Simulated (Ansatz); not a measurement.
**C8H18: small, medium and large basis sets**

How large a basis does C8H18 need? Two functionals are run in growing sets.

Program: Ansatz 0.2.0, Gaussian basis. Level of theory: one geometry, several basis sets. These are calculated values, not measurements.

The runs, in order: PBE0-D4/def2-SVP; ωB97M-V/def2-SVP; PBE0-D4/def2-QZVPP; ωB97M-V/def2-QZVPP; the functionals' def2-TZVPP values are taken from earlier runs.

## Step 1: The geometry

All runs share one geometry, relaxed beforehand with PBE0-D4 in a triple-zeta def2 set.

26 atoms, charge 0, spin multiplicity 1.

Atoms are counted from 1 here; the program's logs count them from 0.

Bond lengths: C1–C2 1.519 Å, C1–H9 1.094 Å, C1–H10 1.094 Å, C1–H11 1.092 Å, C2–C3 1.521 Å, C2–H12 1.096 Å, C2–H13 1.096 Å, C3–C4 1.520 Å, C3–H14 1.096 Å, C3–H15 1.096 Å, C4–C5 1.535 Å, C4–H16 1.098 Å, C4–H17 1.098 Å, C5–C6 1.527 Å, C5–C7 1.527 Å, C5–C8 1.527 Å, C6–H18 1.094 Å, C6–H19 1.094 Å and more. Angles: C2–C1–H9 111.1°, C2–C1–H10 111.1°, C2–C1–H11 111.7°, H9–C1–H10 107.4°, H9–C1–H11 107.7°, H10–C1–H11 107.7°, C1–C2–C3 113.0°, C1–C2–H12 109.7°, C1–C2–H13 109.7°, C3–C2–H12 109.2°, C3–C2–H13 109.2°, H12–C2–H13 105.9°, C2–C3–C4 112.5°, C2–C3–H14 108.8°, C2–C3–H15 108.8°, C4–C3–H14 110.2°, C4–C3–H15 110.2°, H14–C3–H15 106.2° and more.

## Step 2: PBE0-D4 in def2-SVP

File in.yaml:

```yaml
crystal:
  periodic: [false, false, false]
  atoms:
    - {symbol: C, position_ang: [-0.834399, -3.437224, -0.959417]}
    - {symbol: C, position_ang: [-0.127291, -2.133291, -1.284700]}
    - {symbol: C, position_ang: [-0.310265, -1.072994, -0.210067]}
    - {symbol: C, position_ang: [0.402020, 0.226347, -0.548141]}
    - {symbol: C, position_ang: [0.284327, 1.371278, 0.468200]}
    - {symbol: C, position_ang: [-1.173466, 1.785687, 0.651629]}
    - {symbol: C, position_ang: [1.071676, 2.562107, -0.072569]}
    - {symbol: C, position_ang: [0.872002, 0.962107, 1.816442]}
    - {symbol: H, position_ang: [-1.911161, -3.283240, -0.844496]}
    - {symbol: H, position_ang: [-0.462605, -3.863925, -0.023448]}
    - {symbol: H, position_ang: [-0.687864, -4.182271, -1.744883]}
    - {symbol: H, position_ang: [-0.494507, -1.743390, -2.241279]}
    - {symbol: H, position_ang: [0.943528, -2.320181, -1.427297]}
    - {symbol: H, position_ang: [0.058234, -1.468740, 0.743042]}
    - {symbol: H, position_ang: [-1.382055, -0.891382, -0.071738]}
    - {symbol: H, position_ang: [0.029788, 0.589676, -1.514811]}
    - {symbol: H, position_ang: [1.468255, 0.013244, -0.698954]}
    - {symbol: H, position_ang: [-1.246621, 2.651488, 1.315811]}
    - {symbol: H, position_ang: [-1.627049, 2.059826, -0.305500]}
    - {symbol: H, position_ang: [-1.770950, 0.983563, 1.090601]}
    - {symbol: H, position_ang: [1.020844, 3.411122, 0.614962]}
    - {symbol: H, position_ang: [2.125853, 2.305380, -0.211799]}
    - {symbol: H, position_ang: [0.676141, 2.888341, -1.038859]}
    - {symbol: H, position_ang: [0.306132, 0.148259, 2.275282]}
    - {symbol: H, position_ang: [1.909892, 0.633187, 1.708772]}
    - {symbol: H, position_ang: [0.859561, 1.804997, 2.513208]}
basis:
  gaussian: {orbitals: def2-SVP}
hamiltonian: {xc: pbe0, dispersion: d4}
output: {orbitals: {seedname: orbitals}}
```

The runs that follow: ωB97M-V in def2-SVP; PBE0-D4 in def2-QZVPP; ωB97M-V in def2-QZVPP.

**Question.** What will the summary of the whole plan be? Wanted: PBE0-D4: double and triple zeta above quadruple; ωB97M-V: double and triple zeta above quadruple.

As calculated:

| quantity | value |
| --- | --- |
| PBE0-D4: double and triple zeta above quadruple | 9.66, 0.49 eV |
| ωB97M-V: double and triple zeta above quadruple | 10.31, 0.49 eV |

**Reading.** For PBE0-D4 the step from double to triple zeta gains 9.17 eV and the next only 0.49 eV. These are total energies; as a rule much of such shifts cancels in differences, which this series doesn't test. The LUMO of ωB97M-V is positive and keeps falling with the basis (3.25 to 1.66 eV): an unbound level that the basis holds in place.
